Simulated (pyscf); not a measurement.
Structures and frequencies: ωB97X-D3(BJ)/def2-SVP in PySCF.

Task: Estimate by transition-state theory the rate constant of GeH₃• + hydrogen (H₂) → germane (GeH₄) + H atom (H•) (doublet surface; H–H broken, Ge–H formed) at 1200 K, with ωB97M-D3(BJ)/def2-TZVP energies (ideal gas, 1 atm, RRHO with modes under 100 cm⁻¹ raised to 100, one conformer, R ln 2 for chiral ones without a mode under 150 cm⁻¹; no tunnelling).

Result: The electronic barrier is 22.5 kcal/mol and the thermal terms add +28.2, so ΔG‡ = 50.7 kcal/mol. With k_BT/h = 2.50e+13 s⁻¹ and RT = 2.385 kcal/mol, and a volume of 1.64e-19 cm³ per molecule at 1 atm, k = 2.4e-15 cm³ molecule⁻¹ s⁻¹. Wigner's tunnelling factor for 752i cm⁻¹ would be 1.03. A shift of 1 kcal/mol in the barrier changes k by a factor 1.5. One saddle was located; it need not be the lowest between these sides. The angle at the transferred H is 180°. Elements up to Kr have no core potential and no relativistic terms here.
